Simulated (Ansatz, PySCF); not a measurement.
System: C2H5N, charge 0, singlet. C2H5N (SMILES C1CN1).
B3LYP-D3(BJ)/def2-TZVP minimum from Ansatz (a program for electronic structure):
```
C
H 1 1.0830
H 1 1.0841 2 114.71
N 1 1.4686 2 114.80 3 142.73
H 4 1.0144 1 110.39 2 -146.03
C 4 1.4686 5 110.39 1 65.01
H 6 1.0830 4 114.80 5 146.03
H 6 1.0841 7 114.71 4 142.73
```
Charge 0, spin multiplicity 1.

Property: enthalpy of formation at 298 K (by atomisation, with ideal-gas terms from PySCF's Hessian at B3LYP-D3(BJ)/def2-TZVP and the atoms' measured values of the G2/97 table; no spin-orbit terms), in kJ/mol. Open shells are spin-unrestricted; no spin-orbit coupling. Cores are frozen in correlated methods. Rows without X2C or -DK are non-relativistic. CBS(X,Y): correlation extrapolated as X^-3, Hartree-Fock from the larger set (Q,5: extrapolated as (X+1)exp(-9√X)). A bracket is a step between two methods taken in the basis named. 'core' is core correlation in cc-pwCVTZ, 'X2C' scalar relativity in cc-pVTZ-DK, both at CCSD(T). Where a partner has so few electrons that a lower coupled-cluster level is exact, that level stands in.

Measured: 30.2 kcal/mol, 126.4 kJ/mol (G2/97 table in ASE (Curtiss et al.)); atomic spin-orbit terms, which the calculations lack, would raise the computed values.

```csv
level,program,enthalpy of formation at 298 K (kJ/mol),error against that value
HF/cc-pVQZ,Ansatz,1016.0,889.6
CCSD(T)/cc-pVTZ,Ansatz,215.7,89.3
CCSD(T)/cc-pVQZ,Ansatz,167.5,41.1
"CCSD(T)/CBS(cc-pVQZ,cc-pV5Z)",Ansatz,137.1,10.7
CCSDT(Q)/cc-pVDZ,Ansatz,379.5,253.1
"CCSD(T)/CBS(cc-pVQZ,cc-pV5Z) + [CCSDT(Q) - CCSD(T)]/cc-pVDZ + core + X2C",Ansatz,125.7,-0.7
```
